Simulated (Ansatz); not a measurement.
Reaction (substitution at a C–Si bond): `C[Si]F` + `CPC` → `CP(C)C` + `F[SiH]`

Gas-phase electronic energies from Ansatz, PBE0-D4/def2-TZVP geometries. CCSD(T)/CBS is the MP2 limit (def2-TZVPP, def2-QZVPP) plus CCSD(T) − MP2 in def2-TZVPP, frozen cores. This one scheme is used for every species. Functionals use def2-TZVPP. HSE06 is defined as in plane-wave codes.

```tsv
level	ΔE (kJ/mol)	difference from CCSD(T)/CBS
LDA (SPW92)	37.6	6.7
BHLYP-D4	32.2	1.3
CAM-B3LYP-D4	33.7	2.8
PBE-QIDH	33.2	2.3
PBE	38.4	7.5
revPBE	39.2	8.3
BLYP	39.3	8.4
r2SCAN	38.0	7.1
r2SCANh	37.6	6.7
r2SCAN0	36.9	6.0
HSE06	37.1	6.2
RPA@PBE/def2-TZVPP	26.7	-4.2
MP2/def2-SVP	32.0	1.1
HF/def2-TZVPP	32.6	1.7
HF/CBS(def2)	32.5	1.6
MP2/CBS(def2)	29.7	-1.2
CCSD(T)/CBS	30.9	0
```

Largest T1 diagnostic among the species: 0.015.

Leaving LDA and LC-ωPBE aside and taking each functional with its dispersion term where it has one, the values, not all of them listed here, spread over 6.1 kJ/mol, from revPBE-D4 to r2SCAN-D4. From BLYP to BHLYP (50 % exact exchange), in def2-TZVPP and without D4, ΔE moves by −3.6 kJ/mol. The D4 term adds −5.0 kJ/mol with B3LYP and −2.9 kJ/mol with PBE0; it sums over pairs of atoms, weighted by their polarisabilities, and B3LYP, whose exchange is more repulsive, gets the larger term.

B3LYP here is the variant with VWN-RPA as its local correlation; programs differ in this.
